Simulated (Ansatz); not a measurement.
fcc Pd, treated with LDA (plane waves, PAW; Ansatz, an electronic-structure program).

Settings: plane-wave cutoff 520 eV, 28×28×28 k mesh, Fermi–Dirac smearing 0.039 eV (set by the program), scalar-relativistic PAW data made under PBE.

The cell has the measured lattice: a = b = c = 3.8902 Å, α = β = γ = 90.00°.

Estimate the Poisson ratio, elastic constant C44, Young modulus, elastic constant C12 and elastic constant C11 that the calculation returns.


- Poisson ratio: 0.385
- elastic constant C44: 64.0 GPa
- Young modulus: 126 GPa
- elastic constant C12: 164 GPa
- elastic constant C11: 218 GPa

Measured, for comparison: elastic constant C44 71.2 GPa, elastic constant C12 176 GPa, elastic constant C11 234 GPa (0 K, extrapolated to 0 K; zero-point effects included; as tabulated in Malica and Corso (2021), arXiv:2109.00459). Computed (rounded) less measured: elastic constant C44 -10 %, elastic constant C12 -7 %, elastic constant C11 -7 %.

Note: the cell isn't this level's own, so it is under some stress, which shifts stiffness and frequencies.

Elastic constants are with the ions relaxed.

Computed values are for the static lattice.
